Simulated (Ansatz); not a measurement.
`[AlH4-]`, charge -1, multiplicity 1.

(1) Give a relaxed structure at PBE0-D4/def2-TZVPD (Ansatz 0.2.0). (Best estimate.)

## Answers

(1) Ansatz gave: 
Z-matrix (Å, degrees):
```
Al
H 1 1.646
H 1 1.646 2 109.4
H 1 1.646 2 109.4 3 -119.9
H 1 1.646 2 109.5 3 120.1
```
Point group Td.
